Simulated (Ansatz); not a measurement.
# BNH₂ (quintet): the correlation ladder, def2-TZVPP

One table from this session's results is given with a row withheld; the runs are named, their logs left out.

Method: def2-TZVPP, core rule «outside noble gas», up to 2 orbitals frozen; program: Ansatz 0.2.0, Gaussian basis.

To be run: UHF; ROHF; CCSD(T) on UHF.

2 further runs of the same task are left out: 2 set aside as unsound or not needed.

### The geometry

The geometry is a PBE0/def2-TZVP stationary point (not a proven minimum) of the parent state, kept for this charge and spin.

4 atoms, charge 0, spin multiplicity 5.

Atoms are counted from 1 here; the program's logs count them from 0.

Bond lengths: B1–N2 1.367 Å, N2–H3 1.012 Å, N2–H4 1.012 Å. Angles: B1–N2–H3 123.8°, B1–N2–H4 123.8°, H3–N2–H4 112.4°.

Set-up of the first run:

Contents of in.yaml:

```yaml
crystal:
  periodic: [false, false, false]
  atoms:
    - {symbol: B, position_ang: [0.000000, 0.000000, 0.858848]}
    - {symbol: N, position_ang: [0.000000, 0.000000, -0.508608]}
    - {symbol: H, position_ang: [0.000000, -0.840950, -1.072031]}
    - {symbol: H, position_ang: [0.000000, 0.840950, -1.072031]}
basis:
  gaussian: {orbitals: def2-TZVPP}
magnetization: {spin_polarized: true, initial_magnetization: 4}
hamiltonian: {xc: hf}
output: {orbitals: {seedname: orbitals}}
```

Launch:

```bash
ansatz run in.yaml --threads 1 --pin off --events-out ev --progress --plain --max-ram 2816MiB --backend cpu
```

Among the steps run: UHF; ROHF; CCSD(T) on UHF.

One table of the session follows, with a row left open; its other results are not shown here.

```
  method  from UCCSD(T) (meV)
    ROHF              +6746.4
     UHF                    ?
    UMP2               +828.9
   UCCSD               +181.8
UCCSD(T)                    0
```

Q: Estimate the row for UHF from the others.

As computed: from UCCSD(T) (meV): +6616.1. In the column «from UCCSD(T) (meV)» it lies between UMP2 (+828.9) and ROHF (+6746.4).
